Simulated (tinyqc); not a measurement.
Worked calculation (part 2 of 2): coupled-perturbed Hartree-Fock on RHF in the sto-3g basis, for H3O+, spin multiplicity 1. Computed by tinyqc, a small Python program that keeps every step (integrals from PySCF). Command: `OMP_NUM_THREADS=1 python tinyqc.py 30605 30606 out.jsonl` (the two numbers bound the seeds that draw the settings). One thread of a shared host (Intel(R) Xeon(R) Processor @ 2.60GHz), about 0.2 s of CPU time with the checks.

Geometry (angstrom):

| atom | x | y | z |
|---|---|---|---|
| O | 0.000000 | 0.000000 | 0.330000 |
| H | 0.876000 | 0.000000 | 0.000000 |
| H | -0.438000 | 0.759000 | 0.000000 |
| H | -0.438000 | -0.759000 | 0.000000 |

## Integrals over molecular orbitals

coefficients C:
```
              MO1        MO2        MO3        MO4        MO5        MO6        MO7        MO8
1O 1s    0.993883  -0.238021   0.000055   0.000000  -0.069763  -0.162540   0.000000   0.000203
1O 2s    0.028784   0.859571  -0.000281   0.000000   0.342585   1.125895   0.000000  -0.001586
1O 2px   0.000003   0.000128   0.711275   0.000000   0.000157  -0.000934   0.000000  -0.940977
1O 2py   0.000000   0.000000   0.000000   0.711258   0.000000   0.000000   0.940949   0.000000
1O 2pz  -0.003514  -0.143708  -0.000122   0.000000   0.932770  -0.439421   0.000000   0.000618
2H 1s   -0.005457   0.094108   0.396590   0.000000  -0.089439  -0.669880   0.000000   1.040219
3H 1s   -0.005454   0.094031  -0.198302   0.343429  -0.089528  -0.671532  -0.899926  -0.518836
4H 1s   -0.005454   0.094031  -0.198302  -0.343429  -0.089528  -0.671532   0.899926  -0.518836
```

core Hamiltonian H = T + V (hartree), lower triangle:
```
             1O 1s      1O 2s     1O 2px     1O 2py     1O 2pz      2H 1s      3H 1s      4H 1s
1O 1s   -33.310808
1O 2s    -7.752434  -9.913754
1O 2px   -0.000014  -0.000145  -8.160773
1O 2py    0.000000   0.000000   0.000000  -8.160787
1O 2pz    0.017155   0.200146   0.000057   0.000000  -8.037294
2H 1s    -1.872059  -4.101740  -2.620653   0.000000   1.052108  -5.505217
3H 1s    -1.870762  -4.099771   1.309424  -2.269166   1.051440  -1.727559  -5.503941
4H 1s    -1.870762  -4.099771   1.309424   2.269166   1.051440  -1.727559  -1.726195  -5.503941
```

Given earlier and not repeated: Two-electron integrals (ij|kl) in chemists' order.

(pq|rs) = sum C_ip C_jq C_kr C_ls (ij|kl), one index at a time.

one-electron integrals over orbitals h = C^T H C (hartree), lower triangle:
```
            1          2          3          4          5          6          7          8
1  -33.292516
2    0.564617  -8.314894
3   -0.000135   0.000014  -7.236946
4    0.000000   0.000000   0.000000  -7.236693
5    0.158922  -0.140273   0.000163   0.000000  -7.880129
6    0.366314  -1.484373   0.002140   0.000000   0.569628  -5.234959
7    0.000000   0.000000   0.000000  -1.688234   0.000000   0.000000  -5.658402
8   -0.000454   0.002085   1.687956   0.000000  -0.000380  -0.000280   0.000000  -5.658472
```

Two-electron integrals over orbitals (pq|rs), unique and non-zero (hartree):
```
(11|11) 4.742808    (21|11) -0.424987   (21|21) 0.060755    (22|11) 1.026979
(22|21) -0.013794   (22|22) 0.740969    (31|11) 0.000100    (31|21) -0.000011
(31|22) 0.000014    (31|31) 0.014560    (32|11) -0.000027   (32|21) 0.000007
(32|22) 0.000055    (32|31) 0.021961    (32|32) 0.142424    (33|11) 0.884838
(33|21) -0.006339   (33|22) 0.675119    (33|31) 0.002388    (33|32) 0.032742
(33|33) 0.685182    (41|41) 0.014559    (42|41) 0.021959    (42|42) 0.142400
(43|41) -0.002399   (43|42) -0.032798   (43|43) 0.041838    (44|11) 0.884792
(44|21) -0.006339   (44|22) 0.675068    (44|31) -0.002392   (44|32) -0.032782
(44|33) 0.601527    (44|44) 0.685154    (51|11) -0.123557   (51|21) 0.013797
(51|22) -0.015202   (51|31) -4.21e-06   (51|32) 1.42e-06    (51|33) -0.004208
(51|44) -0.004208   (51|51) 0.028073    (52|11) 0.052997    (52|21) -0.007725
(52|22) -0.029908   (52|31) 1.70e-06    (52|32) 0.000007    (52|33) 0.002800
(52|44) 0.002791    (52|51) 0.027708    (52|52) 0.131989    (53|11) -0.000041
(53|21) 3.38e-06    (53|22) -2.18e-06   (53|31) 0.004343    (53|32) 0.007116
(53|33) -0.003810   (53|44) 0.003785    (53|51) -0.000007   (53|52) -0.000026
(53|53) 0.037675    (54|41) 0.004342    (54|42) 0.007105    (54|43) 0.003795
(54|54) 0.037675    (55|11) 1.091669    (55|21) -0.014426   (55|22) 0.727179
(55|31) 2.56e-06    (55|32) -0.000015   (55|33) 0.662225    (55|44) 0.662199
(55|51) 0.012831    (55|52) 0.081024    (55|53) -0.000038   (55|55) 0.879983
(61|11) -0.291493   (61|21) 0.043222    (61|22) -0.006529   (61|31) -0.000025
(61|32) -0.000021   (61|33) -0.003839   (61|44) -0.003835   (61|51) 0.002496
(61|52) -0.013514   (61|53) -1.03e-06   (61|55) -0.014219   (61|61) 0.032924
(62|11) 0.341386    (62|21) -0.009460   (62|22) 0.149638    (62|31) -0.000011
(62|32) -0.000058   (62|33) 0.106116    (62|44) 0.106079    (62|51) -0.014153
(62|52) -0.024155   (62|53) -0.000020   (62|55) 0.146458    (62|61) -0.003056
(62|62) 0.087788    (63|11) -0.000452   (63|21) 0.000011    (63|22) -0.000199
(63|31) 0.007030    (63|32) -0.008060   (63|33) -0.021843   (63|44) 0.021524
(63|51) 1.69e-06    (63|52) -0.000038   (63|53) 0.006660    (63|55) -0.000230
(63|61) -5.50e-07   (63|62) -0.000136   (63|63) 0.048554    (64|41) 0.007021
(64|42) -0.008163   (64|43) 0.021695    (64|54) 0.006679    (64|64) 0.048672
(65|11) -0.114979   (65|21) -0.001164   (65|22) -0.068705   (65|31) -0.000007
(65|32) -0.000041   (65|33) -0.039156   (65|44) -0.039120   (65|51) 0.013386
(65|52) 0.038345    (65|53) -0.000030   (65|55) -0.054027   (65|61) -0.004795
(65|62) -0.046112   (65|63) 0.000058    (65|65) 0.035690    (66|11) 0.702657
(66|21) -0.006788   (66|22) 0.554483    (66|31) -0.000024   (66|32) -0.000209
(66|33) 0.522306    (66|44) 0.522481    (66|51) -0.017136   (66|52) -0.054993
(66|53) 0.000034    (66|55) 0.512567    (66|61) -0.000292   (66|62) 0.070250
(66|63) 0.000039    (66|65) -0.038943   (66|66) 0.494466    (71|41) 0.016440
(71|42) 0.023134    (71|43) -0.002162   (71|54) 0.004947    (71|64) 0.007530
(71|71) 0.018613    (72|41) 0.014361    (72|42) 0.043013    (72|43) 0.013445
(72|54) 0.019300    (72|64) 0.036358    (72|71) 0.015462    (72|72) 0.050481
(73|41) 0.003092    (73|42) 0.040421    (73|43) -0.003950   (73|54) -0.004664
(73|64) -0.022402   (73|71) 0.003488    (73|72) -0.002193   (73|73) 0.033404
(74|11) 0.362500    (74|21) -0.007748   (74|22) 0.149458    (74|31) 0.003096
(74|32) 0.040420    (74|33) 0.127167    (74|44) 0.119271    (74|51) 0.000882
(74|52) 0.037606    (74|53) -0.004671   (74|55) 0.184964    (74|61) -0.005911
(74|62) 0.081204    (74|63) -0.022457   (74|65) -0.027360   (74|66) 0.043725
(74|74) 0.144523    (75|41) 0.006813    (75|42) 0.040219    (75|43) -0.011265
(75|54) 0.023711    (75|64) -0.011855   (75|71) 0.007509    (75|72) 0.011011
(75|73) 0.014343    (75|75) 0.032618    (76|41) 0.012811    (76|42) 0.097793
(76|43) -0.038875   (76|54) -0.009866   (76|64) -0.041624   (76|71) 0.013779
(76|72) -0.000848   (76|73) 0.048181    (76|75) 0.030980    (76|76) 0.112784
(77|11) 0.798431    (77|21) -0.008041   (77|22) 0.591053    (77|31) -0.000596
(77|32) -0.032589   (77|33) 0.536912    (77|44) 0.609108    (77|51) -0.002920
(77|52) -0.000147   (77|53) 0.009995    (77|55) 0.583106    (77|61) -0.005151
(77|62) 0.073047    (77|63) 0.038156    (77|65) -0.022633   (77|66) 0.499063
(77|74) 0.062410    (77|77) 0.589065    (81|11) 0.000367    (81|21) -0.000058
(81|22) -1.14e-06   (81|31) -0.016440   (81|32) -0.023134   (81|33) -0.002142
(81|44) 0.002160    (81|51) -0.000006   (81|52) 0.000013    (81|53) -0.004948
(81|55) 0.000016    (81|61) -0.000023   (81|62) 0.000020    (81|63) -0.007540
(81|65) 0.000012    (81|66) 0.000030    (81|74) -0.003484   (81|77) 0.000466
(81|81) 0.018613    (82|11) -0.000482   (82|21) 0.000011    (82|22) -0.000219
(82|31) -0.014359   (82|32) -0.042985   (82|33) 0.013341    (82|44) -0.013617
(82|51) 0.000015    (82|52) 0.000009    (82|53) -0.019299   (82|55) -0.000213
(82|61) 0.000021    (82|62) -0.000067   (82|63) -0.036363   (82|65) 0.000063
(82|66) -0.000101   (82|74) 0.002081    (82|77) -0.023339   (82|81) 0.015459
(82|82) 0.050482    (83|11) -0.362465   (83|21) 0.007749    (83|22) -0.149395
(83|31) 0.003092    (83|32) 0.040489    (83|33) -0.119240   (83|44) -0.127163
(83|51) -0.000882   (83|52) -0.037600   (83|53) -0.004640   (83|55) -0.184939
(83|61) 0.005904    (83|62) -0.081201   (83|63) -0.022232   (83|65) 0.027318
(83|66) -0.043930   (83|74) -0.080031   (83|77) -0.097094   (83|81) -0.003497
(83|82) 0.002338    (83|83) 0.144575    (84|41) -0.003106   (84|42) -0.040445
(84|43) 0.003934    (84|54) 0.004650    (84|64) 0.022349    (84|71) -0.003504
(84|72) 0.002139    (84|73) -0.031029   (84|75) -0.014342   (84|76) -0.048156
(84|84) 0.033369    (85|11) 0.000079    (85|21) 1.23e-06    (85|22) 0.000039
(85|31) -0.006812   (85|32) -0.040212   (85|33) -0.011209   (85|44) 0.011277
(85|51) -0.000018   (85|52) -0.000061   (85|53) -0.023715   (85|55) 0.000024
(85|61) 0.000014    (85|62) 0.000056    (85|63) 0.011810    (85|65) -2.02e-06
(85|66) 0.000108    (85|74) -0.014326   (85|77) 0.013623    (85|81) 0.007508
(85|82) 0.011004    (85|83) -0.014380   (85|85) 0.032609    (86|11) 0.000035
(86|21) -1.99e-06   (86|22) -0.000027   (86|31) -0.012810   (86|32) -0.097722
(86|33) -0.038714   (86|44) 0.038809    (86|51) 0.000016    (86|52) 0.000051
(86|53) 0.009828    (86|55) 0.000049    (86|61) 0.000010    (86|62) -4.97e-06
(86|63) 0.041403    (86|65) 0.000065    (86|66) 0.000254    (86|74) -0.048116
(86|77) 0.057812    (86|81) 0.013777    (86|82) -0.000819   (86|83) -0.048226
(86|85) 0.030932    (86|86) 0.112493    (87|41) 0.000583    (87|42) 0.032478
(87|43) -0.036069   (87|54) -0.010001   (87|64) -0.038268   (87|71) 0.000444
(87|72) -0.023227   (87|73) 0.017281    (87|75) 0.013582    (87|76) 0.057778
(87|84) -0.017243   (87|87) 0.048322    (88|11) 0.798451    (88|21) -0.008041
(88|22) 0.591103    (88|31) 0.000631    (88|32) 0.032831    (88|33) 0.609225
(88|44) 0.536828    (88|51) -0.002920   (88|52) -0.000147   (88|53) -0.010027
(88|55) 0.583121    (88|61) -0.005152   (88|62) 0.073089    (88|63) -0.038455
(88|65) -0.022677   (88|66) 0.498804    (88|74) 0.097185    (88|77) 0.492067
(88|81) -0.000487   (88|82) 0.023132    (88|83) -0.062235   (88|85) -0.013669
(88|86) -0.058008   (88|88) 0.589361
```

## Response to a field: uncoupled start

orbital energies (hartree): MO1 -20.891099, MO2 -1.842805, MO3 -1.140843, MO4 -1.140839, MO5 -0.949015, MO6 0.140400, MO7 0.299178, MO8 0.299337

dipole integrals <a|z|i> (bohr):
```
           i1         i2         i3        i4         i5
a6  -0.025176   0.079706  -0.000361  0.000000  -0.089236
a7   0.000000   0.000000   0.000000  0.345368   0.000000
a8   0.000033  -0.000171  -0.345373  0.000000   0.000087
```

Field along z; U_ai = -mu_ai / (e_a - e_i), alpha = -4 sum U_ai mu_ai.

uncoupled U:
```
           i1         i2        i3         i4         i5
a6   0.001197  -0.040191  0.000282   0.000000   0.081912
a7   0.000000   0.000000  0.000000  -0.239836   0.000000
a8  -0.000002   0.000080  0.239813   0.000000  -0.000069
```

uncoupled polarisability = 0.704800 bohr^3

## Coupled step 1

U_ai = -(mu_ai + sum_bj [4 (ai|bj) - (ab|ij) - (aj|bi)] U_bj) / (e_a - e_i); alpha = -4 sum U_ai mu_ai.

U after step 1:
```
          i1        i2        i3         i4         i5
a6  0.000213  0.003474  0.000241   0.000000   0.070720
a7  0.000000  0.000000  0.000000  -0.216582   0.000000
a8  0.000000  0.000031  0.216561   0.000000  -0.000065
```

polarisability = 0.622538 bohr^3

## Coupled step 2

As before.

U after step 2:
```
          i1        i2        i3         i4         i5
a6  0.000289  0.004940  0.000248   0.000000   0.073640
a7  0.000000  0.000000  0.000000  -0.224327   0.000000
a8  0.000000  0.000031  0.224305   0.000000  -0.000068
```

polarisability = 0.644518 bohr^3

## Coupled polarisability

Repeat until U stops changing; compare with -d2E/dF2.

Course of the coupled iterations:

| step | alpha (bohr^3) |
|---|---|
| 0 | 0.704800 |
| 1 | 0.622538 |
| 2 | 0.644518 |
| 3 | 0.642803 |
| 4 | 0.643549 |
| 5 | 0.643533 |
| 6 | 0.643562 |
| 7 | 0.643563 |
| 8 | 0.643564 |
| 9 | 0.643565 |
| 10 | 0.643565 |
| 11 | 0.643565 |
| 12 | 0.643565 |
| 13 | 0.643565 |
| 14 | 0.643565 |
| 15 | 0.643565 |

coupled polarisability = 0.643565 bohr^3

finite-field check, fields of +/-0.001 au = 0.643565 bohr^3
